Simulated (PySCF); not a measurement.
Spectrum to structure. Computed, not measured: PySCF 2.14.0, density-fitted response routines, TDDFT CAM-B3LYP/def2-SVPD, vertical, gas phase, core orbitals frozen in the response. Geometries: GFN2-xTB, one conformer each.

```tsv
state	ν̃ (cm⁻¹)	f	main configurations (H = HOMO, L = LUMO)
S1	56370	0.0000	H→L (89%)
S2	60070	0.080	H→L+2 (90%)
S3	61450	0.053	H→L+1 (97%)
S4	62310	0.0000	H→L+4 (86%)
S5	63250	0.026	H→L+3 (74%), H-1→L (18%)
S6	68780	0.031	H-1→L (65%), H→L+3 (19%)
S7	68960	0.0000	H→L+5 (78%), H-1→L+1 (16%)
S8	69230	0.0000	H-2→L (51%), H-1→L+2 (36%)
```

Triplets computed (Tamm–Dancoff): 6.80, 7.29, 7.37 eV.

Question: Which candidate is it? All have the formula C4H8O2.
A. `CCCC(=O)O`
B. `C1COCCO1`
C. `C1COCOC1`

Answer: B. Its S1 lies at 6.99 eV; the nearest of the others has S1 at 7.65 eV. S1 is HOMO→LUMO (89%). Löwdin shares by element: HOMO oxygen 56%, carbon 17% or more (atoms not listed hold the other 27%); LUMO carbon 44% (atoms not listed hold the other 56%). At the same level the other candidates give, for their lowest levels:
- `C1COCOC1`: 7.65 eV (f 0.000); 7.79 eV (f 0.027); 8.26 eV (f 0.000); 8.41 eV (f 0.004); 8.41 eV (f 0.112); T1 7.53 eV; HOMO -9.22, LUMO 1.35 eV
- `CCCC(=O)O`: 5.96 eV (f 0.000); 7.58 eV (f 0.059); 8.42 eV (f 0.033); 8.46 eV (f 0.003); 8.84 eV (f 0.103); T1 5.45 eV; HOMO -9.68, LUMO 1.04 eV
